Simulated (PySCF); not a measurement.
# Ionisation energy of Mg by level of theory

Mg [Ne] 3s2 (1S) → Mg⁺ [Ne] 3s1 (2S), as a difference of total energies. Calculation: PySCF 2.14, in cc-pVTZ-DK; scalar relativity by spin-free X2C-1e. Correlated levels: valence: [Ne] frozen. The calculations carry no spin-orbit coupling.

```csv
method,ionisation energy (eV)
UHF,6.617
PBE0,7.553
B3LYP,7.739
MP2 (valence),7.257
SCS-MP2 (valence),7.385
CCSD (valence),7.534
```

How much does correlation contribute at MP2 (valence)?

7.257 − (6.617) = 0.640 eV, measured against UHF.

Errors of the correlated levels include the incompleteness of this basis and the frozen core.

With two correlated electrons CCSD is exact in that space.

For comparison: 7.646 eV (measured; NIST Atomic Spectra Database, ionization energies).
